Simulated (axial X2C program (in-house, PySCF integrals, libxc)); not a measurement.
SiCl: cheaper levels and CCSD(T), two-component

Calculated with an in-house all-electron X2C program for linear molecules (integrals from PySCF). Two-component (2c) means X2C with spin–orbit coupling and atomic mean-field two-electron Coulomb and Gaunt terms. Basis: Cl dyall-av3z [9s8p3d2f], Si dyall-v3z [8s7p2d1f] (cores contracted in-house); Gaussian nuclei, density fitting, unrestricted open shells. Masses: Cl 34.969 u, Si 27.977 u.

State: Ω = 1/2 (⟨Sz⟩ = -0.50, ⟨Lz⟩ = 1.00 at HF); fragments Cl + Si.

```
level  Re (Å)  ωe (cm⁻¹)  De (eV)
 PBE0   2.079      528.1     4.34
   HF   2.087      524.6     2.86
  MP2   2.082      530.0     4.32
 CCSD   2.086      526.0     4.03
 BLYP   2.118      483.6     4.28
```

Correlated methods: 11 electrons correlated (number of frozen shells: Cl 2 s, 1 p; Si 2 s, 1 p), 167 virtual spin orbitals or spinors in MP2, 90 natural virtuals in coupled cluster.

CCSD(T), same Hamiltonian and basis:

Re = 2.089 Å, ωe = 522.5 cm⁻¹, De = 4.16 eV; T1 = 0.015 (Lee–Taylor normalisation).

Give the differences from CCSD(T) in the columns below.



```tsv
level	ΔRe (Å)	Δωe (cm⁻¹)	ΔDe (eV)
PBE0	-0.010	6	0.18
HF	-0.002	2	-1.30
MP2	-0.007	8	0.16
CCSD	-0.003	4	-0.13
BLYP	0.029	-39	0.12
```

The state is one determinant whose occupation by symmetry is held fixed; it was picked as the lowest of a PBE0 search that is not exhaustive. Dissociation energies refer to the lowest single-determinant-based atoms at the same level and basis. Density functionals use the spin component along the axis (collinear). CCSD and (T) use frozen natural virtuals with an MP2 correction for the truncation; (T) itself is uncorrected, so its De runs slightly low. In 2c an atomic determinant is not the ground J level, so De misses part of the atomic spin–orbit lowering. This holds for PBE0, MP2, CCSD, BLYP, CCSD(T). The functionals have no current-density term, which raises determinants with orbital currents, atoms included.
